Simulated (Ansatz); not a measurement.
Basis-set extrapolation for `COC(F)F` (PBE0-D4/def2-TZVP geometry, frozen core, Ansatz). Multiplicity 1, RHF reference.

```tsv
	def2-TZVPP	def2-QZVPP
HF	-351.955927	-351.971683
MP2 correlation	-1.069198	-1.158799
CCSD(T) correlation	-1.126951	not run
```

Energies in hartree. Use E(X) = E(∞) + A·exp(−7.88·√X) for Hartree–Fock and E(X) = E(∞) + B·X^(−2.97) for correlation, with X = 3 and 4, and add CCSD(T) minus MP2 of the smaller set to the MP2 limit.

**Question.** What is the CCSD(T) energy at the basis-set limit?

**Answer.** HF limit: -351.971683 + (-0.015756) × 0.13774 = -351.97385. MP2 limit: -1.158799 + (-0.089601) × 0.74074 = -1.22517. Higher-order term: -1.126951 − (-1.069198) = -0.05775. Total: -353.25677 hartree, 456.6 kJ/mol below CCSD(T)/def2-TZVPP.
